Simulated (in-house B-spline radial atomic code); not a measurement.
**Functionals against ionisation energies along an isoelectronic series: F to P⁶⁺**

Ionisation energies as differences of self-consistent total energies from an all-electron radial atomic-structure program (B-spline basis): all electrons, radial basis limit, scalar-relativistic (one-electron X2C), spin-polarised at highest spin, spherical densities; exact exchange is averaged over the determinants of each configuration. No spin-orbit coupling, Breit or QED terms. NIST's values run from ground level to ground level, so in open shells the differences also hold multiplet and fine-structure energies that spherical high-spin averages miss. Columns give computed minus NIST, in eV; a star marks a semi-empirical value. Species are left out where the tabulated value is theory, is uncertain by more than 0.12 eV, or (13 ions, such as In⁴⁺, Te⁴⁺ and Bi⁴⁺) lies off its series for all methods alike, which flatters the means a little.

```
species  shell        NIST (eV)    PBE   BP86  B3LYP   AM05   OLYP
      F     2p            17.42  +0.41  +0.53  +0.40  +0.29  +0.18
    Ne⁺     2p            40.96  +0.41  +0.53  +0.46  +0.24  +0.22
   Mg³⁺     2p          109.27*  +0.42  +0.59  +0.56  +0.16  +0.35
   Al⁴⁺     2p          153.83*  +0.44  +0.63  +0.60  +0.12  +0.43
   Si⁵⁺     2p  205.28 ± 0.005*      ?      ?      ?      ?      ?
    P⁶⁺     2p   263.57 ± 0.06*  +0.53  +0.78  +0.74  +0.09  +0.64
```

Problem. What are the differences for Si⁵⁺ ([He] 2s2 2p5)?

Solution. PBE +0.47; BP86 +0.68; B3LYP +0.65; AM05 +0.09; OLYP +0.51 eV.

Problem. How do the methods rank, and which species is hardest?

Solution. Mean absolute (signed) differences: AM05 0.16 (+0.16) eV; OLYP 0.39 (+0.39) eV; PBE 0.45 (+0.45) eV; B3LYP 0.57 (+0.57) eV; BP86 0.62 (+0.62) eV. For Ne⁺, which loses a 2p electron, the nearest method is off by +0.22 eV, the largest such miss.
